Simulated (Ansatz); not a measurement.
**CH4OS (SMILES OCS): single points off equilibrium**

An exercise on one series of results from a longer session: the logs are not shown, and one member is left open.

Computed with Ansatz 0.2.0, Gaussian basis. Level: single points in def2-TZVPP.

Cores are frozen in the correlated methods.

## The starting structure

SMILES `OCS`, 7 atoms, charge 0, spin multiplicity 1.

Atoms are counted from 1 here; the program's logs count them from 0.

Bond lengths: O1–C2 1.362 Å, O1–H4 0.960 Å, C2–S3 1.778 Å, C2–H5 1.091 Å, C2–H6 1.122 Å, S3–H7 1.301 Å. Angles: C2–O1–H4 110.2°, O1–C2–S3 115.7°, O1–C2–H5 110.9°, O1–C2–H6 101.3°, S3–C2–H5 110.1°, S3–C2–H6 112.6°, H5–C2–H6 105.5°, C2–S3–H7 98.6°.

As a file:

```mol
CH4OS
  3D, bonds by distance, orders not assigned

  7  6  0  0  0  0  0  0  0  0999 V2000
   -1.1408   -0.4479   -0.0830 O   0  0
   -0.1091    0.4416   -0.0647 C   0  0
    1.5174   -0.2649    0.0598 S   0  0
   -1.1224   -0.9594   -0.8955 H   0  0
   -0.1605    1.1160   -0.9213 H   0  0
   -0.3753    1.0686    0.8267 H   0  0
    1.3592   -0.9221    1.1717 H   0  0
  1  2  8  0
  1  4  8  0
  2  3  8  0
  2  5  8  0
  2  6  8  0
  3  7  8  0
M  END
```

Set-up of the first run:

The input, run/in.yaml:

```yaml
crystal:
  periodic: [false, false, false]
  atoms:
    - {symbol: O, position_ang: [-1.140800, -0.447900, -0.083000]}
    - {symbol: C, position_ang: [-0.109100, 0.441600, -0.064700]}
    - {symbol: S, position_ang: [1.517400, -0.264900, 0.059800]}
    - {symbol: H, position_ang: [-1.122400, -0.959400, -0.895500]}
    - {symbol: H, position_ang: [-0.160500, 1.116000, -0.921300]}
    - {symbol: H, position_ang: [-0.375300, 1.068600, 0.826700]}
    - {symbol: H, position_ang: [1.359200, -0.922100, 1.171700]}
basis:
  gaussian: {orbitals: def2-TZVPP}
correlation: {method: ccsd_t}
output: {forces: true}
```

No record of the launch command was kept for these runs.

Among the steps run: CCSD(T)/def2-TZVPP; PBE0-D4/def2-TZVPP; wB97M-V/def2-TZVPP; r2SCAN-D4/def2-TZVPP; PBE-D4/def2-TZVPP; r2SCANh-D4/def2-TZVPP; LC-wPBE/def2-TZVPP.

One table of the session follows, with a row left open; its other results are not shown here.

| method | RMS force component (eV/Å) | angle to CCSD(T) forces (°) | dipole (D) |
| --- | --- | --- | --- |
| CCSD(T) | 0.903 | reference | 0.70 |
| PBE0-D4 | 0.820 | 9.8 | 0.75 |
| wB97M-V | 0.865 | 4.1 | 0.72 |
| r2SCAN-D4 | ? | ? | ? |
| PBE-D4 | 0.910 | 15.6 | 0.76 |
| r2SCANh-D4 | 0.850 | 6.8 | 0.78 |
| LC-wPBE | 0.807 | 9.5 | 0.73 |

Q: Estimate the row for r2SCAN-D4 from the others.

As computed: RMS force component (eV/Å): 0.874; angle to CCSD(T) forces (°): 6.1; dipole (D): 0.79. In the column «RMS force component (eV/Å)» it lies between wB97M-V (0.865) and CCSD(T) (0.903).
